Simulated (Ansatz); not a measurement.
Geometry optimisation, RKS B3LYP-D4/cc-pVDZ in Ansatz.

Input file:

```yaml
crystal:
  periodic: [false, false, false]
  atoms:
    - { symbol: Al, position_ang: [0.023197, 0.186629, 0.147879] }
    - { symbol: C, position_ang: [0.024828, 0.15753, 2.121408] }
    - { symbol: H, position_ang: [-0.925868, -0.190435, 2.565087] }
    - { symbol: H, position_ang: [0.864647, -0.416422, 2.553178] }
    - { symbol: H, position_ang: [0.160107, 1.193987, 2.493375] }
    - { symbol: H, position_ang: [1.416653, 0.191805, -0.617331] }
    - { symbol: H, position_ang: [-1.340373, 0.403294, -0.641142] }
    - { symbol: Cl, position_ang: [-0.406733, -3.088565, 1.049308] }
    - { symbol: H, position_ang: [-0.318757, -2.126122, 1.972538] }
basis:
  gaussian: { orbitals: cc-pVDZ }
hamiltonian:
  xc: b3lyp
  dispersion: d4
relax:
  f_tol: 0.03
  max_steps: 50
output:
  orbitals: {}
```

Command:

```bash
$ ansatz run input.yaml --threads 1 --pin off --max-ram 2048MiB --backend cpu --events-out ev --progress --plain --runs-dir out
```

Question: Where does it end, and by what steps?

Answer: The forces met the threshold. After 9 steps the energy has fallen by 0.135 eV; Cl8 moved furthest, 0.58 Å.

```json
{"step": "0", "energy less start (eV)": "0.0000", "largest force component (eV/Å)": "0.774", "accepted": "yes"}
{"step": "1", "energy less start (eV)": "-0.0176", "largest force component (eV/Å)": "1.096", "accepted": "yes"}
{"step": "2", "energy less start (eV)": "-0.0661", "largest force component (eV/Å)": "1.056", "accepted": "yes"}
{"step": "3", "energy less start (eV)": "-0.1021", "largest force component (eV/Å)": "0.701", "accepted": "yes"}
{"step": "4", "energy less start (eV)": "-0.1272", "largest force component (eV/Å)": "0.056", "accepted": "yes"}
{"step": "5", "energy less start (eV)": "-0.1141", "largest force component (eV/Å)": "0.589", "accepted": "no"}
{"step": "6", "energy less start (eV)": "-0.1317", "largest force component (eV/Å)": "0.033", "accepted": "yes"}
{"step": "7", "energy less start (eV)": "-0.1344", "largest force component (eV/Å)": "0.125", "accepted": "yes"}
{"step": "8", "energy less start (eV)": "-0.1352", "largest force component (eV/Å)": "0.035", "accepted": "yes"}
{"step": "9", "energy less start (eV)": "-0.1353", "largest force component (eV/Å)": "0.004", "accepted": "yes"}
```

```xyz
9
Properties=species:S:1:pos:R:3
Al 0.001 0.023 0.244
C 0.035 0.303 2.204
H -0.906 -0.004 2.697
H 0.875 -0.221 2.695
H 0.165 1.378 2.433
H 1.371 -0.097 -0.562
H -1.358 0.248 -0.560
Cl -0.345 -2.722 0.599
H -0.339 -2.597 1.894
```

Whether the end is a true minimum wasn't checked by a vibrational analysis.

Run time: 34 s on 1 thread of Arm Neoverse V1, with other jobs on the host, peak memory 0.15 GiB.
